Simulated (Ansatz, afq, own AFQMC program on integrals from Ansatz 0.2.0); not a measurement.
# AuCH5O, singlet: energetics from AFQMC and coupled cluster

```xyz
8

C    -1.0541    1.2953   -0.6533
Au    0.1942   -0.1511   -0.0408
O     1.5957   -1.7768    0.6515
H    -2.0662    0.8857   -0.7986
H    -0.6997    1.7167   -1.6074
H    -1.1011    2.1003    0.0970
H     1.0922   -2.5666    0.8868
H     2.0391   -1.5035    1.4647
```

Geometry: a PBE0/def2-SVP stationary point, not shown to be a minimum. Basis def2-TZVP with its core potentials. Noble-gas cores (and the filled d shells of Ga–Kr and In–Xe) are frozen. AFQMC by an in-house program on the Cholesky factors that Ansatz 0.2.0 writes for its CCSD(T) run. ph-AFQMC/CISD is guided by a CISD state made of CCSD amplitudes; releasing the constraint for a short imaginary time cuts its bias at the price of noise, slowly where states lie close. Error bars are statistical, one sigma. No spin–orbit coupling. The metal's outer-core s and p shells are frozen, which shifts wave-function levels against functionals.

Best estimates are CCSD(T) at the basis-set limit (def2-TZVPP/QZVPP) plus the step from CCSD(T) to the highest rung at hand in def2-TZVP, named in the table (released AFQMC can keep some 10 meV of bias). Fragments are relaxed and keep their bonds. No zero-point, core-correlation or spin–orbit terms. Other levels are in def2-TZVP; a dash marks a level that is missing or breaks spin symmetry for a member.

Cautions: no spin-orbit coupling; outer-core shells of the metal frozen; AuCH₅O (singlet): the released value is read at 1.20 1/Eh with a noise of 21 meV, more than in the cases checked (meV from the phaseless value at times in 1/Eh: -7 ± 9 at 0.24, -1 ± 14 at 0.48, -4 ± 14 at 0.80, 7 ± 21 at 1.20), released reference can be 30 meV off for metals; AuH₂O (doublet): the ph-AFQMC/CISD walk drifts between its halves (2.7 errors), the released value is read at 1.20 1/Eh, later times being too noisy (meV from the phaseless value at times in 1/Eh: -7 ± 5 at 0.24, -8 ± 7 at 0.60, -5 ± 8 at 1.20, -13 ± 10 at 1.80, -35 ± 18 at 2.60), released reference can be 30 meV off for metals.

```tsv
process	best estimate (kcal/mol)	highest rung
Au2–O3 → AuCH3 (singlet; CH3–Au) + H2O (singlet)	16.6 ± 0.5	released AFQMC
Au2–C1 → AuH2O (doublet; Au ··· OH2) + CH3 (doublet)	76.3 ± 0.5	released AFQMC
to free atoms	619.2 ± 0.5	released AFQMC
```

Errors against the best estimates in kcal/mol, the processes numbered in the order above:

```tsv
level	error, 1	error, 2	error, 3
MP2	0.6	3.9	-19.5
CCSD(T)	-0.5	-3.0	-27.8
ph-AFQMC/CISD	-0.4 ± 0.3	-2.7 ± 0.3	-27.3 ± 0.3
CCSD(T)/CBS	0.0	0.1	-0.1
PBE	-0.2	-0.1	2.3
r2SCAN	2.1	-2.1	-2.1
PBE0	0.2	-4.3	-13.0
B3LYP	-2.0	-8.7	-12.9
wB97M-V	2.2	-3.5	-8.0
B2PLYP	-0.9	-4.7	-16.2
```

Cost at the first geometry (cards were shared with other jobs): PBE0/def2-TZVP, 4.7 s on 1 thread of AMD EPYC 7R13 Processor (Zen 3), with other jobs on the host; RCCSD(T)/def2-TZVP, 16 s on 1 × NVIDIA H100 80GB HBM3 with 1 thread of AMD EPYC 7R13 Processor (Zen 3), on a shared host; CCSD(T)/def2-QZVPP, 28 s on 1 × NVIDIA H100 80GB HBM3 with 1 thread of AMD EPYC 7R13 Processor (Zen 3) (shared host); ph-AFQMC/CISD with release, 8.4 min on 1 × NVIDIA H100 80GB HBM3 with 2 threads of AMD EPYC 7R13 Processor (Zen 3), on a shared host.

Best estimates are given only where the step beyond CCSD(T) is under 0.3 eV and no member's determinant is very poor (T1 over 0.05, or 0.07 for open shells, ⟨S²⟩ too high by 0.3, two states mixed), so the hardest cases are missing from such tables.

The functionals ran in a triple-zeta set and keep a basis error of their own, a few kJ/mol for each bond in atomization energies and more for double hybrids, so close places among them and the extrapolated levels can swap.

Each member of a difference takes its own highest rung, so a best estimate needn't equal the limit plus the step of one row. A walk keeps the symmetry of its determinant, which the program's search chose and which needn't be the lowest solution, so a lower state of the same spin and another symmetry isn't excluded. Released energies are given only where the last usable release times agree within the noise; a slower fall can still hide under it. The exponents were fitted on light atoms, and def2 sets of heavy atoms don't grow evenly, so the limit is rough here.
